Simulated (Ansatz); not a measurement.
## C₃H₄, singlet: CASSCF and its corrections

Computed with Ansatz's Gaussian-basis code (development build). Basis cc-pVDZ, nonrelativistic, no frozen core. State-specific CASSCF; RHF is the lowest restricted (open-shell) Hartree–Fock solution met. Solutions may break the symmetry of the shape. No proof that the lowest CASSCF solution was found.

Geometry. A bond is stretched, to 1.44 times the sum of the covalent radii.

```xyz
7

C     0.0000    0.0000    0.1931
C     0.0000    0.0000    1.4113
C     0.0000    0.0000   -1.2683
H     0.0000    0.0000    2.9567
H     0.0000    1.0211   -1.6580
H     0.8843   -0.5106   -1.6580
H    -0.8843   -0.5106   -1.6580
```

Question: What do CASSCF and its corrections give against RHF in CAS(2,2), and what are the occupations?

Answer: CASSCF -0.848 eV, SC-NEVPT2 -11.424 eV; occupations 1.93, 0.07.
